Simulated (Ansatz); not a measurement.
Basis-set extrapolation for C$_{3}$H$_{5}$NS (`CSC1C=N1`) (PBE0-D4/def2-TZVP geometry, frozen core, Ansatz). Multiplicity 1, RHF reference.

```tsv
	def2-TZVPP	def2-QZVPP
HF	-568.481740	-568.500868
MP2 correlation	-0.866766	-0.927239
CCSD(T) correlation	-0.945563	not run
```

Energies in hartree. Use E(X) = E(∞) + A·exp(−7.88·√X) for Hartree–Fock and E(X) = E(∞) + B·X^(−2.97) for correlation, with X = 3 and 4, and add CCSD(T) minus MP2 of the smaller set to the MP2 limit.

What is the CCSD(T) energy at the basis-set limit?

HF limit: -568.500868 + (-0.019128) × 0.13774 = -568.50350. MP2 limit: -0.927239 + (-0.060473) × 0.74074 = -0.97203. Higher-order term: -0.945563 − (-0.866766) = -0.07880. Total: -569.55433 hartree, 79.7 kcal/mol below CCSD(T)/def2-TZVPP.
